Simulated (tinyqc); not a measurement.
Coupled-perturbed Hartree-Fock on RHF in the sto-3g basis, for H3O+, spin multiplicity 1, step by step. One step of it, computed by the program tinyqc.

Problem. Iteration 1: diagonalisation and new density. Diagonalise F' = X^T F X, C = X C', fill 5 alpha and 5 beta electrons from the bottom; D = 2 C_occ C_occ^T. Each column has its largest component positive (the first on a tie).

Fock matrix F (hartree):
```
             1O 1s      1O 2s     1O 2px     1O 2py     1O 2pz      2H 1s      3H 1s      4H 1s
1O 1s   -20.561771  -5.265088   0.000005   0.000000   0.024369  -0.998734  -0.998155  -0.998155
1O 2s    -5.265088  -2.756018   0.000047   0.000000   0.132837  -1.058570  -1.058180  -1.058180
1O 2px    0.000005   0.000047  -0.785427   0.000000  -0.000002  -0.550210   0.275309   0.275309
1O 2py    0.000000   0.000000   0.000000  -0.785315   0.000000   0.000000  -0.476323   0.476323
1O 2pz    0.024369   0.132837  -0.000002   0.000000  -0.763528   0.255305   0.255199   0.255199
2H 1s    -0.998734  -1.058570  -0.550210   0.000000   0.255305  -0.776499  -0.388516  -0.388516
3H 1s    -0.998155  -1.058180   0.275309  -0.476323   0.255199  -0.388516  -0.776304  -0.388642
4H 1s    -0.998155  -1.058180   0.275309   0.476323   0.255199  -0.388516  -0.388642  -0.776304
```

X:
```
                1          2          3          4          5          6          7          8
1O 1s   -0.353388  -0.000280   0.000000   0.725979   0.634382   0.000000   0.000110   0.134077
1O 2s    1.233400   0.000719   0.000000  -0.159164   0.235485   0.000000   0.000125   0.411114
1O 2px   0.000514  -0.895997   0.000000  -0.000123  -0.000079   0.000000   0.683358  -0.000053
1O 2py   0.000000   0.000000   0.895655   0.000000   0.000000   0.683532   0.000000   0.000000
1O 2pz  -0.357532  -0.000161   0.000000  -0.693430   0.668271   0.000000  -0.000039  -0.123745
2H 1s   -0.541625   0.930590   0.000000  -0.126350  -0.106475   0.000000   0.438428   0.310617
3H 1s   -0.540378  -0.465830  -0.806195  -0.126308  -0.106402   0.379690  -0.219275   0.310609
4H 1s   -0.540378  -0.465830   0.806195  -0.126308  -0.106402  -0.379690  -0.219275   0.310609
```

Give: F' = X^T F X; orbital energies; coefficients C; D after iteration 1.

Solution.

F' = X^T F X (hartree):
```
         1        2        3        4        5        6        7        8
1  -0.3555  -0.0007   0.0000   1.7768   1.6172   0.0000   0.0003   0.1818
2  -0.0007   0.2423   0.0000   0.0018   0.0017   0.0000   0.0425   0.0003
3   0.0000   0.0000   0.2419   0.0000   0.0000  -0.0424   0.0000   0.0000
4   1.7768   0.0018   0.0000  -9.5710  -8.9745   0.0000  -0.0019  -3.6583
5   1.6172   0.0017   0.0000  -8.9745  -9.8774   0.0000  -0.0020  -3.7767
6   0.0000   0.0000  -0.0424   0.0000   0.0000  -0.9732   0.0000   0.0000
7   0.0003   0.0425   0.0000  -0.0019  -0.0020   0.0000  -0.9734  -0.0009
8   0.1818   0.0003   0.0000  -3.6583  -3.7767   0.0000  -0.0009  -3.0107
```

orbital energies (hartree): MO1 -20.5719, MO2 -1.5985, MO3 -0.9748, MO4 -0.9746, MO5 -0.7563, MO6 0.1121, MO7 0.2433, MO8 0.2438

coefficients C:
```
            MO1      MO2      MO3      MO4      MO5      MO6      MO7      MO8
1O 1s    0.9936  -0.2255   0.0000   0.0000  -0.0751  -0.1689   0.0000   0.0002
1O 2s    0.0287   0.7919   0.0001   0.0000   0.3433   1.0126   0.0000  -0.0012
1O 2px   0.0000  -0.0001   0.7142   0.0000   0.0000  -0.0010   0.0000  -0.8716
1O 2py   0.0000   0.0000   0.0000   0.7144   0.0000   0.0000   0.8713   0.0000
1O 2pz  -0.0034  -0.1381   0.0000   0.0000   0.9314  -0.4290   0.0000   0.0005
2H 1s   -0.0052   0.1452   0.4057   0.0000  -0.0815  -0.6225   0.0000   0.9463
3H 1s   -0.0052   0.1452  -0.2029   0.3513  -0.0815  -0.6236  -0.8189  -0.4722
4H 1s   -0.0052   0.1452  -0.2029  -0.3513  -0.0815  -0.6236   0.8189  -0.4722
```

D after iteration 1:
```
          1O 1s    1O 2s   1O 2px   1O 2py   1O 2pz    2H 1s    3H 1s    4H 1s
1O 1s    2.0876  -0.3517   0.0000   0.0000  -0.0844  -0.0636  -0.0635  -0.0635
1O 2s   -0.3517   1.4914   0.0000   0.0000   0.4205   0.1738   0.1737   0.1737
1O 2px   0.0000   0.0000   1.0202   0.0000   0.0000   0.5794  -0.2899  -0.2899
1O 2py   0.0000   0.0000   0.0000   1.0206   0.0000   0.0000   0.5020  -0.5020
1O 2pz  -0.0844   0.4205   0.0000   0.0000   1.7731  -0.1920  -0.1919  -0.1919
2H 1s   -0.0636   0.1738   0.5794   0.0000  -0.1920   0.3847  -0.1091  -0.1091
3H 1s   -0.0635   0.1737  -0.2899   0.5020  -0.1919  -0.1091   0.3847  -0.1090
4H 1s   -0.0635   0.1737  -0.2899  -0.5020  -0.1919  -0.1091  -0.1090   0.3847
```
